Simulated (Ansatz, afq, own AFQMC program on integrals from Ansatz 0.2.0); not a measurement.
## H2 + F, doublet: a scan with AFQMC

```csv
atom,x (Å),y (Å),z (Å)
H,0.0000,0.0000,-0.8820
H,0.0000,0.0000,-0.1370
F,0.0000,0.0000,1.0190
```

A hydrogen atom is moved from one rigid fragment to the other; the H1–H2 distance tells how far. The two fragments are held close together, so this isn't a minimum-energy path and the start is a compressed complex. Energies in kcal/mol count from this geometry (0.745 Å) at the same level; the start stands on UHF, each point on the determinant named.

Basis cc-pVTZ. Only valence electrons are correlated. Ansatz 0.2.0 and our own AFQMC program on the same integrals; the CISD trial comes from CCSD amplitudes, and released means the phaseless constraint is let go. Error bars are statistical, one sigma.

Cautions, each for one point or more: the ph-AFQMC/CISD walk drifts between its halves.

```json
{"r(H1–H2) / Å": "0.818", "det.": "UHF", "T1": "0.018", "weight": "0.94", "⟨S²⟩": "0.78", "wB97M-V": "-5.3", "CCSD": "-6.0", "CCSD(T)": "-6.4"}
{"r(H1–H2) / Å": "0.855", "det.": "UHF", "T1": "0.014", "weight": "0.94", "⟨S²⟩": "0.78", "wB97M-V": "-7.5", "CCSD": "-8.9", "CCSD(T)": "-9.4"}
{"r(H1–H2) / Å": "0.891", "det.": "UHF", "T1": "0.012", "weight": "0.94", "⟨S²⟩": "0.77", "wB97M-V": "-9.4", "CCSD": "-11.5", "CCSD(T)": "-12.0"}
{"r(H1–H2) / Å": "0.928", "det.": "UHF", "T1": "0.011", "weight": "0.94", "⟨S²⟩": "0.76", "wB97M-V": "-10.9", "CCSD": "-13.7", "CCSD(T)": "-14.1"}
{"r(H1–H2) / Å": "1.001", "det.": "UHF", "T1": "0.010", "weight": "0.95", "⟨S²⟩": "0.76", "wB97M-V": "-10.8", "CCSD": "-15.0", "CCSD(T)": "-15.3"}
```

Question: Estimate the curve of CCSDT(Q), counted from the same start.

Answer: 
```
r(H1–H2) / Å  det.     T1  weight  ⟨S²⟩  CCSDT(Q)  ph-AFQMC/CISD  released AFQMC
       0.818   UHF  0.018    0.94  0.78      -6.4    -6.4 ± 0.07      -6.3 ± 0.1
       0.855   UHF  0.014    0.94  0.78      -9.3    -9.4 ± 0.08               –
       0.891   UHF  0.012    0.94  0.77     -11.9   -12.1 ± 0.08     -11.8 ± 0.2
       0.928   UHF  0.011    0.94  0.76     -14.0   -14.4 ± 0.09               –
       1.001   UHF  0.010    0.95  0.76     -15.1    -15.4 ± 0.1     -15.2 ± 0.1
```

Weight is that of the determinant in the CISD state; at the start T1 is 0.027 and the weight 0.93, and ⟨S²⟩ is 0.78. A dash marks a missing value, a released energy that hasn't settled or a functional that sits on another state. Largest departures from CCSDT(Q), at the points where its series has closed: CCSD(T) -0.2 kcal/mol at 1.001 (on UHF), ph-AFQMC/CISD -0.4 kcal/mol at 0.928 (on UHF), released AFQMC -0.1 kcal/mol at 1.001 (on UHF) (within the noise), wB97M-V 4.3 kcal/mol at 1.001, CCSD 0.4 kcal/mol at 0.855 (on UHF). Functionals count only at points shown to share the start's state and spin.

A walk keeps the symmetry of its determinant, which the program's search chose and which needn't be the lowest solution, so a lower state of the same spin and another symmetry isn't excluded. Released energies are given only where the last usable release times agree within the noise; a slower fall can still hide under it.
